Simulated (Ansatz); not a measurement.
# CCSD(T)/def2-TZVPPD run of AlH3 (SMILES [AlH3])

What is the vertical singlet–triplet gap of AlH3 at CCSD(T)/def2-TZVPPD? 

The calculation is run with Ansatz 0.2.0.

35 further runs of the same task are left out: 1 that didn't finish, 34 set aside as unsound or not needed.

## Step 1: The molecule

AlH3 has 4 atoms, charge 0, and is taken as a singlet. As SMILES, `[AlH3]`. Geometry: relaxed at PBE0-D4/def2-TZVP.

Bond lengths: Al1–H2 1.586 Å, Al1–H3 1.586 Å, Al1–H4 1.586 Å. Angles: H2–Al1–H3 120.0°, H2–Al1–H4 120.0°, H3–Al1–H4 120.0°.

## Step 2: A single-point energy at CCSD(T)/def2-TZVPPD

molecule.yaml

```yaml
crystal:
  periodic: [false, false, false]
  atoms:
    - {symbol: Al, position_ang: [0.013700, -0.014800, -0.005100]}
    - {symbol: H, position_ang: [0.633200, 0.670900, 1.283600]}
    - {symbol: H, position_ang: [-1.340800, -0.832000, 0.105100]}
    - {symbol: H, position_ang: [0.749400, 0.115700, -1.403900]}
basis:
  gaussian:
    orbitals: def2-TZVPPD.json
scf:
  omitted_lower_state_checks: [cluster_reference, increment]
correlation:
  method: ccsd_t
  frozen_orbitals: {Al: 5, H: 0}
accuracy: high
```

The basis set def2-TZVPPD is read from a file made from the Basis Set Exchange's data (not shown).

Started as:

```
$ ansatz run molecule.yaml --threads 1 --pin off --max-ram 3480MiB --events-out events.jsonl --progress --plain --runs-dir runs
```

Output, shortened:

```text
Warning: RAYON_NUM_THREADS=1 ignored (pool sized by the plan → 1); use --threads N
Functional definition: HF
  name "HF"
[...]
1496 factors; integrals over basis functions are off by at most 3.3e-9 eV
[...]
mean field -6629.83504055 eV, -243.6419438767 hartree, gradient 5.8e-8 eV, S^2 0.000000; 0 other end points of the search recorded, 0 dependent functions left out
5 core orbitals not correlated: weight in the atoms' cores, before any rotation towards them, 1.000 or more for the frozen orbitals, at most 0.000 for the correlated occupied ones
reference -6629.83504055 eV, -243.6419438767 hartree; 3, 3 occupied and 91, 91 virtual orbitals, 1496 factors
second order -2.57072233 eV of doubles, -0.00000000 eV of singles
cycle   1  -3.02140725 eV  change   -4.5e-1 eV  update   5.1e-2
[...]
cycle  19  -3.21167121 eV  change   1.8e-10 eV  update  6.6e-10
perturbative correction -0.04367233 eV, -0.0016049285 hartree
Total energy: -6633.09038410 eV, -243.7615755454 hartree
Checks for a lower state left out: cluster_reference, increment
```

Wall time 6 s (1 thread of Arm Neoverse V1, shared host); peak memory 0.62 GiB.

## Step 3: The triplet, same level

input.yaml

```yaml
crystal:
  periodic: [false, false, false]
  atoms:
    - {symbol: Al, position_ang: [0.013700, -0.014800, -0.005100]}
    - {symbol: H, position_ang: [0.633200, 0.670900, 1.283600]}
    - {symbol: H, position_ang: [-1.340800, -0.832000, 0.105100]}
    - {symbol: H, position_ang: [0.749400, 0.115700, -1.403900]}
basis:
  gaussian:
    orbitals: def2-TZVPPD.json
magnetization:
  spin_polarized: true
  initial_magnetization: 2
correlation:
  method: ccsd_t
  frozen_orbitals: {Al: 5, H: 0}
accuracy: high
scf:
  omitted_lower_state_checks: [cluster_reference, increment]
```

The basis set def2-TZVPPD is read from a file made from the Basis Set Exchange's data (not shown).

Started as:

```
$ ansatz run input.yaml --threads 1 --pin off --max-ram 3480MiB --events-out events.jsonl --progress --plain --runs-dir runs
```

Output, shortened:

```text
Warning: RAYON_NUM_THREADS=1 ignored (pool sized by the plan → 1); use --threads N
Functional definition: HF
  name "HF"
[...]
1496 factors; integrals over basis functions are off by at most 3.3e-9 eV
[...]
mean field -6624.80248127 eV, -243.4570007344 hartree, gradient 3.8e-8 eV, S^2 2.006032; 4 other end points of the search recorded, 0 dependent functions left out
5 core orbitals not correlated: weight in the atoms' cores, before any rotation towards them, 1.000 or more for the frozen orbitals, at most 0.000 for the correlated occupied ones
reference -6624.80248127 eV, -243.4570007344 hartree; 4, 2 occupied and 90, 92 virtual orbitals, 1496 factors
second order -2.24406547 eV of doubles, -0.00000000 eV of singles
cycle   1  -2.65212089 eV  change   -4.1e-1 eV  update   6.9e-2
[...]
cycle  31  -2.97259752 eV  change  -3.8e-10 eV  update  4.7e-10
perturbative correction -0.11616929 eV, -0.0042691427 hartree
Total energy: -6627.89124808 eV, -243.5705108209 hartree
Checks for a lower state left out: cluster_reference, increment
```

Wall time 22 s (1 thread of Arm Neoverse V1, shared host); peak memory 1.2 GiB.

## Step 4: What came out

At CCSD(T)/def2-TZVPPD, 5 core orbitals frozen:

| quantity | value |
| --- | --- |
| singlet: total energy | -243.76158 Eh |
| singlet: correlation energy (5 core orbitals frozen) | -119.6 mEh |
| singlet: (T) correction | -1.60 mEh |
| singlet: T1 diagnostic | 0.008 |
| triplet: total energy | -243.57051 Eh |
| triplet: correlation energy (5 core orbitals frozen) | -113.5 mEh |
| triplet: (T) correction | -4.27 mEh |
| triplet: ⟨S²⟩ of the reference determinant | 2.006 |
| triplet: T1 diagnostic | 0.061 |
| vertical energy of the triplet above the singlet | 5.199 eV |

What this shows: At this shape the triplet lies 5.20 eV (120 kcal/mol) above the singlet. The triples (singlet) make up 1.3 % of the correlation energy. The T1 diagnostic (triplet) of 0.061 is above the customary mark for such species, so a single reference may not serve. The triples (triplet) make up 3.8 % of the correlation energy.
